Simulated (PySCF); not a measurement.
# Building multiplets from coupling constants

Geometry:
```tsv
atom	x (Å)	y (Å)	z (Å)
F1	0.468	-0.003	-0.003
H2	-0.465	0.004	-0.011
```

Theoretical values (PySCF 2.14): structure optimised with GFN2-xTB, J couplings at B3LYP/pcJ-1, shielding tensors at PBE0/pcSseg-1 (GIAO). One conformer, in vacuum, no relativistic terms.

Scale: TMS for ¹H; CFCl3 for ¹⁹F (reference shieldings calculated alike).

Spectrometer: 500 MHz for ¹H. First-order analysis; couplings under 1 Hz (under 4 Hz in carbon signals) are ignored, and nearly equal couplings are merged; the smaller ones broaden or split the lines further.

**Question.** What pattern does H2 show (¹H)?

**Answer.** A doublet at δ 2.90: 320.6 Hz to F1 (1 × ¹⁹F, 1 bond away). Lines in Hz from the centre (relative intensity): +160.3 (1), -160.3 (1). The outer lines are 320.6 Hz apart, the sum of the couplings kept, or 0.641 ppm at this field.

**Question.** What pattern does F1 show (¹⁹F)?

**Answer.** A doublet at δ -233.9: 320.6 Hz to H2 (1 × ¹H, 1 bond away). Lines in Hz from the centre (relative intensity): +160.3 (1), -160.3 (1). The outer lines are 320.6 Hz apart, the sum of the couplings kept, or 0.681 ppm at this field.
